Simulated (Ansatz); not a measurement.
Cartesian coordinates in Å:
```
C 0.093 -0.171 -1.464
N -0.382 0.065 -0.117
C 0.485 0.919 0.658
P -1.156 -1.249 0.634
H 1.077 -0.664 -1.493
H 0.182 0.782 -1.996
H -0.618 -0.799 -2.003
H 0.697 1.838 0.102
H 1.447 0.439 0.899
H -0.001 1.193 1.596
H -0.111 -1.809 1.448
H -1.710 -0.544 1.736
```

Charge 0, multiplicity 1.

(1) List the B3LYP/def2-TZVPP orbital energies in eV (Ansatz). (Estimate.)

Answers

(1) Ansatz gave: Occupied: -2097.00, -389.64, -277.49, -277.49, -178.16, -128.15, -128.11, -128.01, -25.09, -19.53, -18.37, -15.76, -12.93, -12.70, -12.50, -10.89, -10.37, -10.30, -9.98, -7.07, -6.37. Lowest empty: 0.16, 1.02, 1.12, 1.88, 2.12, 2.52, 2.75, 3.42.

B3LYP here is the variant with VWN-RPA as its local correlation; programs differ in this.
